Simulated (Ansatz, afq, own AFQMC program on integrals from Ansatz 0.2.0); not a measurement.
Two steps: Ansatz 0.2.0 writes the Fock matrix and Cholesky factors of the valence space, and afq projects on them the lowest state that overlaps trial and start.

```yaml
crystal:
  periodic: [false, false, false]
  atoms:
    - {symbol: N, position_ang: [0.000000, -0.165732, 0.975292]}
    - {symbol: S, position_ang: [0.000000, 0.086133, -0.443526]}
    - {symbol: H, position_ang: [0.000000, 0.762482, 1.406817]}
    - {symbol: H, position_ang: [0.000000, -1.199522, -0.850182]}
basis:
  gaussian: {orbitals: cc-pVDZ}
magnetization: {spin_polarized: true, initial_magnetization: 1}
correlation: {method: ccsd_t, electrons: outside_noble_gas, hamiltonian_folder: ham}
```

```sh
$ ansatz run in.yaml --threads 1 --pin off --events-out ev --progress --plain --max-ram 1382MiB
```

Options of the walk:

```
--method phaseless --trial hf --walkers 120 --populations 1 --least-time 40 --time-step 0.005 --steps-per-block 20 --equilibration-blocks 112 --max-blocks 600 --target-error 0.00129 --factor-cut 1e-05 --start spin_pure --seed 1416 --taylor-order 6
```

Times are imaginary, in 1/Eh. The walk had a cap of 1343 s.

Output of the walk:

```
orbitals 36  electrons 7 6  factors 285 of 417
reference energy -453.05036562 Eh
CCSD correlation -0.30779455 Eh in 10 cycles, weight of the determinant in the CISD state 0.8828
energy of the start -453.050780 Eh
 block  time / (1/Eh)  mean weight  energy / Eh
     1     0.100  1.0021  -453.125769
     2     0.200  1.0046  -453.178357
     3     0.300  1.0017  -453.215227
     4     0.400  1.0007  -453.246588
     5     0.500  1.0040  -453.258840
    10     1.000  1.0002  -453.308468
    69     6.900  0.9935  -453.329219
    86     8.600  0.9994  -453.382441
   171    17.100  1.0023  -453.388639
   256    25.600  1.0024  -453.356927
   341    34.100  1.0002  -453.354796
   426    42.600  0.9991  -453.376749
   511    51.100  0.9985  -453.372834
   579    57.900  0.9996  -453.424831
   596    59.600  1.0011  -453.381092
   681    68.100  1.0010  -453.336079
   698    69.800  1.0005  -453.356810
blocks merged  error / Eh  count
     1  0.000851  600
     2  0.001123  300
     4  0.001449  150
     8  0.001747  75
    16  0.001915  37
    32  0.001978  18
    64  0.002181  9
energy -453.366419 +/- 0.001978 Eh
(rows thinned)
```

The run passed its tests (sampling time, drift between the halves within three errors, error under three times the target), which doesn't prove that it has relaxed.

Against this walk (error 53.8 meV) on the same determinant: CCSD(T) 3.2 meV higher (within the noise), CCSDT(Q) 33.0 meV lower (within the noise), a separate phaseless walk with a CISD trial and standard settings 32.1 ± 55.1 meV lower (within the noise). The error is statistical and leaves out the bias of the constraint.

Cautions: constraint bias not in the error; error above the target (53.8 against 35.1 meV).

The walk took 6.9 min on 1 thread of Intel(R) Xeon(R) Platinum 8175M CPU @ 2.50GHz (Skylake/Cascade Lake), on a shared host. The log's last line is the phaseless energy.

CCSDT and higher add their correlation energy to the determinant of the CCSD(T) run, since their own runs factorise the integrals more tightly (a shift of under 2 meV). A walk keeps the symmetry of its determinant, which the program's search chose and which needn't be the lowest solution, so a lower state of the same spin and another symmetry isn't excluded.
